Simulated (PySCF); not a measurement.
Gas-phase reaction: AlCH₃ + C + 2 H₂ = AlH(CH₃)₂

Method: PySCF energies plus ideal-gas RRHO corrections (1 bar). † marks an energy on the PBE0/def2-TZVP geometry and frequencies; other levels use their own. MP2 and CCSD(T) freeze the core. 6-31G* has spherical d functions here. Open shells (unrestricted): C (multiplicity 3, electronic degeneracy 9); the rest are closed-shell singlets. Spin-orbit splitting is ignored; it lowers the true energy and changes the entropy of C. B3LYP is the form with VWN-RPA correlation. Methyl groups turn as free rotors in AlH(CH₃)₂. AlCH₃, AlH(CH₃)₂: computed as isolated molecules; such fragments, hydroxides, amides, oligomers or adducts are transient or little studied in the gas. MP2 isn't extrapolated to the basis-set limit; its ΔH°(298 K) is -907.1 kJ in def2-SVP and -912.9 kJ in def2-TZVPP. CCSD(T) isn't extrapolated to the basis-set limit; its ΔH°(298 K) is -862.9 kJ in def2-SVP and -868.7 kJ in def2-TZVPP. The harmonic model lacks anharmonicity and excited electronic states, which grow with temperature; levels with a mode under 35 cm⁻¹ are left out.

| level | ΔE electronic, kJ | ΔH°(298 K), kJ | ΔS°(298 K), J/K | ΔG°(2000 K), kJ |
|---|---|---|---|---|
| B3LYP/def2-TZVP† | -921 | -878 | -348 | -148 |
| BLYP/def2-TZVP† | -900 | -857 | -348 | -127 |
| CCSD(T)/def2-SVP† | -906 | -863 | -348 | -133 |
| CCSD(T)/def2-TZVPP† | -912 | -869 | -348 | -139 |
| HF/6-31G* | -757 | -710 | -348 | 26 |
| MP2/def2-SVP† | -950 | -907 | -348 | -177 |
| PBE/def2-SVP | -996 | -954 | -348 | -226 |
| PBE0/def2-QZVP† | -973 | -929 | -348 | -200 |
| PBE0/def2-SVP† | -995 | -952 | -348 | -222 |
| PBE0/def2-TZVP | -970 | -927 | -348 | -197 |
| LDA/def2-TZVP† | -1099 | -1056 | -348 | -326 |
ΔH° is lowest at LDA/def2-TZVP† and highest at HF/6-31G*. No reference value is set beside these.
